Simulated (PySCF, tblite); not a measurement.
# C3H7N2O+: vibronic structure

Aim: compute the vibronic structure of C3H7N2O+ (`N/C=C(/O)C=[NH2+]`).

Programs: tblite 0.8.0 and PySCF 2.14.0, with routines of our own; each step states its level. All values are computed. Atoms count from 0.

## 1. The starting structure

13 atoms, charge 1, multiplicity 1; geometry from: force field or distance geometry start.

## 2. Relaxing the molecule with GFN2-xTB

Job settings and geometry (Å):

```
{"job": {"kind": "relax", "xc": "GFN2-xTB", "basis": "xTB"}, "charge": 1, "multiplicity": 1}
N      0.564600     0.469200     1.967600
C      0.568400     1.063000     0.665600
C      0.137700     0.403900    -0.406500
O      0.190900     1.084000    -1.635500
C     -0.393600    -0.950200    -0.261800
N     -0.827600    -1.580900    -1.316400
H      0.483600     1.107400     2.800200
H      0.617000    -0.540000     2.157400
H      0.969100     2.067900     0.582100
H      0.152500     2.057800    -1.754200
H     -0.449900    -1.479400     0.665300
H     -1.205800    -2.569300    -1.213700
H     -0.811400    -1.132900    -2.267900
```

Started as:

```console
OMP_NUM_THREADS=1 python excited_run.py task.json out
```

The driver reads the jobs from task.json and runs them one after another.

What it wrote:

```text
step      E/eV     max force
  0    -528.31728    5.382
  1    -528.79506    1.577
  2    -528.93854    1.221
  3    -529.05584    0.731
  4    -529.12529    0.810
  5    -529.16682    0.547
  6    -529.19275    0.540
  7    -529.21773    0.435
  8    -529.22997    0.387
  9    -529.24426    0.352
 10    -529.26281    0.455
 11    -529.28685    0.451
 12    -529.30719    0.391
 13    -529.31846    0.267
 14    -529.32693    0.235
 15    -529.33279    0.170
 16    -529.33679    0.167
 17    -529.34045    0.201
 18    -529.34456    0.214
 19    -529.34788    0.161
 20    -529.35013    0.155
 21    -529.35187    0.125
 22    -529.35408    0.164
 23    -529.35633    0.130
 24    -529.35790    0.085
 25    -529.35875    0.077
 26    -529.35964    0.094
 27    -529.36067    0.108
 28    -529.36165    0.075
 29    -529.36217    0.049
 30    -529.36246    0.048
 31    -529.36275    0.053
 32    -529.36313    0.065
 33    -529.36342    0.036
 34    -529.36356    0.026
 35    -529.36361    0.021
 36    -529.36366    0.022
 37    -529.36374    0.027
 38    -529.36386    0.028
 39    -529.36399    0.035
 40    -529.36413    0.038
 41    -529.36427    0.032
 42    -529.36442    0.027
 43    -529.36453    0.025
 44    -529.36459    0.023
 45    -529.36463    0.017
 46    -529.36466    0.014
 47    -529.36471    0.022
 48    -529.36477    0.027
 49    -529.36483    0.023
 50    -529.36488    0.018
 51    -529.36491    0.013
 52    -529.36493    0.014
 53    -529.36495    0.011
 54    -529.36497    0.008
```

It took 0.31 s on 1 thread of Intel Xeon Platinum 8259CL at 2.50GHz, shared host.

The steps of the relaxation: (not every step is listed)

```tsv
step	energy from step 0 (eV)	largest force (eV/Å)
0	0.0000	5.3820
1	-0.4778	1.5774
2	-0.6213	1.2214
3	-0.7386	0.7310
4	-0.8080	0.8098
5	-0.8495	0.5469
6	-0.8755	0.5395
7	-0.9004	0.4350
8	-0.9127	0.3874
12	-0.9899	0.3913
16	-1.0195	0.1673
20	-1.0329	0.1554
24	-1.0406	0.0852
28	-1.0444	0.0754
32	-1.0458	0.0646
36	-1.0464	0.0218
40	-1.0469	0.0381
44	-1.0473	0.0228
48	-1.0475	0.0271
49	-1.0476	0.0230
50	-1.0476	0.0175
51	-1.0476	0.0130
52	-1.0476	0.0140
53	-1.0477	0.0114
54	-1.0477	0.0077
```

Close pairs (by a distance rule), those that changed most:

```tsv
bond	before (Å)	after (Å)	change (Å)
N0–C1	1.431	1.324	-0.107
C2–C4	1.462	1.399	-0.063
C1–C2	1.330	1.387	+0.057
N5–H11	1.063	1.008	-0.055
N0–H6	1.052	1.008	-0.044
N5–H12	1.052	1.014	-0.038
C2–O3	1.406	1.368	-0.037
N0–H7	1.028	1.008	-0.021
```

The next job starts from the end point, and lists it.

## 3. Harmonic vibrations with GFN2-xTB

Job settings and geometry (Å):

```
{"job": {"kind": "ir", "xc": "GFN2-xTB", "basis": "xTB"}, "charge": 1, "multiplicity": 1}
N      0.601579     0.604083     2.004984
C      0.499482     1.039428     0.759144
C      0.047336     0.339947    -0.349919
O      0.005109     0.925867    -1.585764
C     -0.399345    -0.985681    -0.328918
N     -0.813469    -1.579720    -1.423983
H      0.946042     1.214879     2.729149
H      0.345510    -0.332524     2.273983
H      0.810542     2.067140     0.602894
H      0.311694     1.839310    -1.570066
H     -0.415147    -1.547839     0.593125
H     -1.144620    -2.532055    -1.432870
H     -0.799103    -1.052348    -2.289487
```

What it wrote:

```text
mode    cm-1     km/mol
  1     178.2      1.28
  2     203.3      7.67
  3     206.5      5.48
  4     303.1      9.71
  5     332.7    160.36
  6     403.4     12.91
  7     501.4    212.41
  8     508.7      0.72
  9     553.7     50.74
 10     586.9      1.55
 11     590.3    200.69
 12     644.6     54.26
 13     843.9      5.88
 14     889.7     61.98
 15     912.1     25.17
 16    1016.3     80.69
 17    1054.4     35.36
 18    1148.9    114.72
 19    1262.0     24.75
 20    1266.6    129.08
 21    1314.3    119.85
 22    1361.0     34.45
 23    1424.6     49.53
 24    1472.0    124.75
 25    1562.2   1212.66
 26    1649.7     24.00
 27    3046.4      9.70
 28    3090.9     10.16
 29    3388.4    256.11
 30    3447.5    178.29
 31    3477.1    119.08
 32    3499.9     48.74
 33    3540.0     61.66
```

It took 0.37 s on 1 thread of Intel Xeon Platinum 8259CL at 2.50GHz, shared host.

Which atoms move in the most intense modes:

```tsv
cm⁻¹	km/mol	atoms
333	160.4	H9 85 %, O3 12 %
501	212.4	H6 55 %, H7 26 %, N0 18 %
590	200.7	H11 44 %, H12 18 %, C2 15 %, N5 12 %
1267	129.1	C2 35 %, H8 19 %, H10 18 %, O3 11 %
1472	124.8	C2 23 %, H6 20 %, H7 13 %, N0 10 %
1562	1212.7	C4 36 %, C2 26 %, C1 15 %, N5 11 %
3388	256.1	H12 81 %, H11 14 %
3448	178.3	H6 53 %, H7 43 %
```

## 4. Vibronic structure: TDDFT CAM-B3LYP/def2-SVP

The job, as its differences from that of step 3:

```diff
@@ -1,2 +1,2 @@
-{"job": {"kind": "ir", "xc": "GFN2-xTB", "basis": "xTB"}, "charge": 1, "multiplicity": 1}
+{"job": {"kind": "vib", "xc": "CAM-B3LYP", "basis": "def2-SVP", "tda": false}, "charge": 1, "multiplicity": 1}
 N      0.601579     0.604083     2.004984
```

Level: TDDFT CAM-B3LYP/def2-SVP vertical-gradient vibronic structure (displaced harmonic oscillators, Condon), gas phase.

What it wrote:

```text
final grid: 48264 points
cycle   1  E = -302.5702677270  dE =  1.378e+00  |g| = 5.995e-01  |ddm| = 3.835e+00
cycle   2  E = -302.5486762765  dE =  2.159e-02  |g| = 7.193e-01  |ddm| = 1.156e+00
cycle   3  E = -302.6436339001  dE = -9.496e-02  |g| = 5.452e-02  |ddm| = 6.447e-01
cycle   4  E = -302.6440776226  dE = -4.437e-04  |g| = 2.974e-02  |ddm| = 6.927e-02
cycle   5  E = -302.6442721393  dE = -1.945e-04  |g| = 8.882e-03  |ddm| = 3.315e-02
cycle   6  E = -302.6442916369  dE = -1.950e-05  |g| = 9.196e-04  |ddm| = 9.555e-03
cycle   7  E = -302.6442919457  dE = -3.088e-07  |g| = 4.908e-04  |ddm| = 1.837e-03
cycle   8  E = -302.6442920100  dE = -6.436e-08  |g| = 1.299e-04  |ddm| = 6.727e-04
cycle   9  E = -302.6442920158  dE = -5.750e-09  |g| = 7.736e-05  |ddm| = 2.410e-04
cycle  10  E = -302.6442920172  dE = -1.472e-09  |g| = 1.708e-05  |ddm| = 9.277e-05
cycle  11  E = -302.6442920173  dE = -6.617e-11  |g| = 6.449e-06  |ddm| = 2.638e-05
converged SCF energy = -302.6442920173

Singlet excitations (eV, f): 4.048 (0.3517)  6.497 (0.0000)  6.676 (0.0000)  6.867 (0.0002)  7.248 (0.1759)  7.549 (0.0001)

State S1  4.0475 eV  f = 0.35168  H->L 0.98
  relaxed dipole 1.277 D, largest gradient of the excitation energy 0.0518 Eh/bohr
  mode    cm-1        S   lambda/meV  Raman
   10    586.9    1.3538      98.5   1.000
    8    508.7    0.5549      35.0   0.308
   19   1262.0    0.1819      28.5   0.621
   21   1314.3    0.1440      23.5   0.534
   13    843.9    0.0997      10.4   0.152
   16   1016.3    0.0637       8.0   0.141
   17   1054.4    0.0587       7.7   0.140
    3    206.5    0.1826       4.7   0.017
   20   1266.6    0.0280       4.4   0.096
   23   1424.6    0.0233       4.1   0.102
   18   1148.9    0.0241       3.4   0.068
  reorganisation energy 0.2335 eV, total S 2.739, 0-0 3.8140 eV
  absorption maximum 3.958 eV, width 0.318 eV

State S5  7.2483 eV  f = 0.17589  H-1->L 0.95
  relaxed dipole 0.964 D, largest gradient of the excitation energy 0.1217 Eh/bohr
  mode    cm-1        S   lambda/meV  Raman
   26   1649.7    1.5322     313.4   1.000
   20   1266.6    0.9404     147.7   0.362
   13    843.9    0.6570      68.7   0.112
   17   1054.4    0.4908      64.2   0.131
   10    586.9    0.6425      46.7   0.053
   23   1424.6    0.1617      28.6   0.079
   22   1361.0    0.1208      20.4   0.054
    3    206.5    0.5791      14.8   0.006
   16   1016.3    0.0766       9.6   0.019
   19   1262.0    0.0422       6.6   0.016
   25   1562.2    0.0278       5.4   0.016
   33   3540.0    0.0107       4.7   0.032
  reorganisation energy 0.7474 eV, total S 5.511, 0-0 6.5009 eV
  absorption maximum 7.191 eV, width 0.830 eV

State T1  1.8743 eV  f = 0.00000  H->L 0.99
  relaxed dipole 1.509 D, largest gradient of the excitation energy 0.0570 Eh/bohr
  mode    cm-1        S   lambda/meV  Raman
   10    586.9    1.1731      85.4   0.814
   19   1262.0    0.3115      48.7   1.000
   21   1314.3    0.2435      39.7   0.848
    8    508.7    0.5942      37.5   0.310
   20   1266.6    0.1258      19.8   0.407
   16   1016.3    0.0720       9.1   0.150
   18   1148.9    0.0620       8.8   0.165
   23   1424.6    0.0386       6.8   0.158
   25   1562.2    0.0306       5.9   0.150
   17   1054.4    0.0274       3.6   0.061
   24   1472.0    0.0157       2.9   0.069
   13    843.9    0.0216       2.3   0.031
  reorganisation energy 0.2771 eV, total S 2.780, 0-0 1.5972 eV
  absorption maximum 1.817 eV, width 0.392 eV
```

Run time: 25 s. Hardware: 1 thread of Intel Xeon Platinum 8259CL at 2.50GHz, shared host; peak memory 0.65 GiB.

## 5. Vibronic structure: TDDFT BHandHLYP/def2-SVP

The job, as its differences from that of step 4:

```diff
@@ -1,2 +1,2 @@
-{"job": {"kind": "vib", "xc": "CAM-B3LYP", "basis": "def2-SVP", "tda": false}, "charge": 1, "multiplicity": 1}
+{"job": {"kind": "vib", "xc": "BHandHLYP", "basis": "def2-SVP", "tda": false, "fwhm_ev": 0.15, "nstates": 2}, "charge": 1, "multiplicity": 1}
 N      0.601579     0.604083     2.004984
```

With the program's defaults for keys left out, this is: TDDFT BHandHLYP/def2-SVP vertical-gradient vibronic structure (displaced harmonic oscillators, Condon), gas phase.

What it wrote:

```text
final grid: 48264 points
cycle   1  E = -302.5387226068  dE =  1.411e+00  |g| = 5.641e-01  |ddm| = 3.770e+00
cycle   2  E = -302.5440816285  dE = -5.359e-03  |g| = 5.776e-01  |ddm| = 1.010e+00
cycle   3  E = -302.6068775265  dE = -6.280e-02  |g| = 6.404e-02  |ddm| = 5.537e-01
cycle   4  E = -302.6075477689  dE = -6.702e-04  |g| = 3.024e-02  |ddm| = 7.592e-02
cycle   5  E = -302.6077609587  dE = -2.132e-04  |g| = 8.101e-03  |ddm| = 3.462e-02
cycle   6  E = -302.6077787582  dE = -1.780e-05  |g| = 1.081e-03  |ddm| = 9.594e-03
cycle   7  E = -302.6077792016  dE = -4.434e-07  |g| = 5.806e-04  |ddm| = 2.010e-03
cycle   8  E = -302.6077792908  dE = -8.922e-08  |g| = 2.052e-04  |ddm| = 7.144e-04
cycle   9  E = -302.6077793032  dE = -1.239e-08  |g| = 4.214e-05  |ddm| = 2.954e-04
cycle  10  E = -302.6077793037  dE = -4.845e-10  |g| = 1.320e-05  |ddm| = 5.807e-05
converged SCF energy = -302.6077793037

Singlet excitations (eV, f): 4.277 (0.4063)  6.687 (0.0000)

State S1  4.2770 eV  f = 0.40631  H->L 0.99
  relaxed dipole 1.649 D, largest gradient of the excitation energy 0.0546 Eh/bohr
  mode    cm-1        S   lambda/meV  Raman
   10    586.9    1.3190      96.0   1.000
    8    508.7    0.6317      39.8   0.360
   19   1262.0    0.2393      37.4   0.839
   21   1314.3    0.1864      30.4   0.709
   13    843.9    0.1058      11.1   0.166
   20   1266.6    0.0688      10.8   0.243
   16   1016.3    0.0824      10.4   0.187
   23   1424.6    0.0444       7.8   0.198
   17   1054.4    0.0530       6.9   0.130
    3    206.5    0.2249       5.8   0.021
   18   1148.9    0.0296       4.2   0.086
  reorganisation energy 0.2667 eV, total S 3.033, 0-0 4.0102 eV
  absorption maximum 4.226 eV, width 0.424 eV

State T1  2.0111 eV  f = 0.00000  H->L 0.99
  relaxed dipole 1.623 D, largest gradient of the excitation energy 0.0601 Eh/bohr
  mode    cm-1        S   lambda/meV  Raman
   10    586.9    1.2024      87.5   0.706
   19   1262.0    0.3682      57.6   1.000
   21   1314.3    0.2763      45.0   0.814
    8    508.7    0.6819      43.0   0.301
   20   1266.6    0.1549      24.3   0.424
   25   1562.2    0.0533      10.3   0.222
   18   1148.9    0.0718      10.2   0.162
   16   1016.3    0.0804      10.1   0.142
   23   1424.6    0.0458       8.1   0.158
   24   1472.0    0.0203       3.7   0.075
   17   1054.4    0.0240       3.1   0.046
   27   3046.4    0.0054       2.0   0.086
  reorganisation energy 0.3111 eV, total S 3.042, 0-0 1.7000 eV
  absorption maximum 1.964 eV, width 0.490 eV
```

It took 16 s on 1 thread of Intel Xeon Platinum 8259CL at 2.50GHz, shared host; peak memory 0.66 GiB.

## 6. Vibronic structure: TDDFT CAM-B3LYP/def2-SVP

The job, as its differences from that of step 5:

```diff
@@ -1,2 +1,2 @@
-{"job": {"kind": "vib", "xc": "BHandHLYP", "basis": "def2-SVP", "tda": false, "fwhm_ev": 0.15, "nstates": 2}, "charge": 1, "multiplicity": 1}
+{"job": {"kind": "vib", "xc": "CAM-B3LYP", "basis": "def2-SVP", "tda": false, "nbright": 1}, "charge": 1, "multiplicity": 1}
 N      0.601579     0.604083     2.004984
```

Level: TDDFT CAM-B3LYP/def2-SVP vertical-gradient vibronic structure (displaced harmonic oscillators, Condon), gas phase.

What it wrote:

```text
final grid: 48264 points
cycle   1  E = -302.5702677270  dE =  1.378e+00  |g| = 5.995e-01  |ddm| = 3.835e+00
cycle   2  E = -302.5486762765  dE =  2.159e-02  |g| = 7.193e-01  |ddm| = 1.156e+00
cycle   3  E = -302.6436339001  dE = -9.496e-02  |g| = 5.452e-02  |ddm| = 6.447e-01
cycle   4  E = -302.6440776226  dE = -4.437e-04  |g| = 2.974e-02  |ddm| = 6.927e-02
cycle   5  E = -302.6442721393  dE = -1.945e-04  |g| = 8.882e-03  |ddm| = 3.315e-02
cycle   6  E = -302.6442916369  dE = -1.950e-05  |g| = 9.196e-04  |ddm| = 9.555e-03
cycle   7  E = -302.6442919457  dE = -3.088e-07  |g| = 4.908e-04  |ddm| = 1.837e-03
cycle   8  E = -302.6442920100  dE = -6.436e-08  |g| = 1.299e-04  |ddm| = 6.727e-04
cycle   9  E = -302.6442920158  dE = -5.750e-09  |g| = 7.736e-05  |ddm| = 2.410e-04
cycle  10  E = -302.6442920172  dE = -1.472e-09  |g| = 1.708e-05  |ddm| = 9.277e-05
cycle  11  E = -302.6442920173  dE = -6.617e-11  |g| = 6.449e-06  |ddm| = 2.638e-05
converged SCF energy = -302.6442920173

Singlet excitations (eV, f): 4.048 (0.3517)  6.497 (0.0000)  6.676 (0.0000)  6.867 (0.0002)  7.248 (0.1759)  7.549 (0.0001)

State S1  4.0475 eV  f = 0.35168  H->L 0.98
  relaxed dipole 1.277 D, largest gradient of the excitation energy 0.0518 Eh/bohr
  mode    cm-1        S   lambda/meV  Raman
   10    586.9    1.3538      98.5   1.000
    8    508.7    0.5549      35.0   0.308
   19   1262.0    0.1819      28.5   0.621
   21   1314.3    0.1440      23.5   0.534
   13    843.9    0.0997      10.4   0.152
   16   1016.3    0.0637       8.0   0.141
   17   1054.4    0.0587       7.7   0.140
    3    206.5    0.1826       4.7   0.017
   20   1266.6    0.0280       4.4   0.096
   23   1424.6    0.0233       4.1   0.102
   18   1148.9    0.0241       3.4   0.068
  reorganisation energy 0.2335 eV, total S 2.739, 0-0 3.8140 eV
  absorption maximum 3.958 eV, width 0.318 eV

State S5  7.2483 eV  f = 0.17589  H-1->L 0.95
  relaxed dipole 0.964 D, largest gradient of the excitation energy 0.1217 Eh/bohr
  mode    cm-1        S   lambda/meV  Raman
   26   1649.7    1.5322     313.4   1.000
   20   1266.6    0.9404     147.7   0.362
   13    843.9    0.6570      68.7   0.112
   17   1054.4    0.4908      64.2   0.131
   10    586.9    0.6425      46.7   0.053
   23   1424.6    0.1617      28.6   0.079
   22   1361.0    0.1208      20.4   0.054
    3    206.5    0.5791      14.8   0.006
   16   1016.3    0.0766       9.6   0.019
   19   1262.0    0.0422       6.6   0.016
   25   1562.2    0.0278       5.4   0.016
   33   3540.0    0.0107       4.7   0.032
  reorganisation energy 0.7474 eV, total S 5.511, 0-0 6.5009 eV
  absorption maximum 7.191 eV, width 0.830 eV

State T1  1.8743 eV  f = 0.00000  H->L 0.99
  relaxed dipole 1.509 D, largest gradient of the excitation energy 0.0570 Eh/bohr
  mode    cm-1        S   lambda/meV  Raman
   10    586.9    1.1731      85.4   0.814
   19   1262.0    0.3115      48.7   1.000
   21   1314.3    0.2435      39.7   0.848
    8    508.7    0.5942      37.5   0.310
   20   1266.6    0.1258      19.8   0.407
   16   1016.3    0.0720       9.1   0.150
   18   1148.9    0.0620       8.8   0.165
   23   1424.6    0.0386       6.8   0.158
   25   1562.2    0.0306       5.9   0.150
   17   1054.4    0.0274       3.6   0.061
   24   1472.0    0.0157       2.9   0.069
   13    843.9    0.0216       2.3   0.031
  reorganisation energy 0.2771 eV, total S 2.780, 0-0 1.5972 eV
  absorption maximum 1.817 eV, width 0.392 eV
```

Wall time 25 s (1 thread of Intel Xeon Platinum 8259CL at 2.50GHz, shared host); peak memory 0.67 GiB.

## 7. Outcome

```
                                                                                          quantity                     value
                                                         strongest single infrared mode (GFN2-xTB)    1562 cm⁻¹, 1213 km/mol
                                                                      zero-point energy (GFN2-xTB)             65.3 kcal/mol
S1: vertical, reorganisation, 0-0, total S (step 4, TDDFT CAM-B3LYP/def2-SVP, modes from GFN2-xTB)  4.05, 0.23, 3.81 eV; 2.7
S5: vertical, reorganisation, 0-0, total S (step 4, TDDFT CAM-B3LYP/def2-SVP, modes from GFN2-xTB)  7.25, 0.75, 6.50 eV; 5.5
  T1: vertical, reorganisation, 0-0, total S (step 4, TDA CAM-B3LYP/def2-SVP, modes from GFN2-xTB)  1.87, 0.28, 1.60 eV; 2.8
S1: vertical, reorganisation, 0-0, total S (step 5, TDDFT BHandHLYP/def2-SVP, modes from GFN2-xTB)  4.28, 0.27, 4.01 eV; 3.0
  T1: vertical, reorganisation, 0-0, total S (step 5, TDA BHandHLYP/def2-SVP, modes from GFN2-xTB)  2.01, 0.31, 1.70 eV; 3.0
S1: vertical, reorganisation, 0-0, total S (step 6, TDDFT CAM-B3LYP/def2-SVP, modes from GFN2-xTB)  4.05, 0.23, 3.81 eV; 2.7
S5: vertical, reorganisation, 0-0, total S (step 6, TDDFT CAM-B3LYP/def2-SVP, modes from GFN2-xTB)  7.25, 0.75, 6.50 eV; 5.5
  T1: vertical, reorganisation, 0-0, total S (step 6, TDA CAM-B3LYP/def2-SVP, modes from GFN2-xTB)  1.87, 0.28, 1.60 eV; 2.8
```

In words: No mode is imaginary among the 33: a minimum at this level. The strongest single mode, at 1562 cm⁻¹, is carried by C4, C2, C1, N5. GFN2-xTB is a fitted tight-binding method: band positions and strengths are rough. Its intensities can rank the bands wrongly. The vibronic model keeps the ground-state modes (from xTB) and shifts them along the gradient alone, so it can miss much of the relaxation that a full optimisation finds.
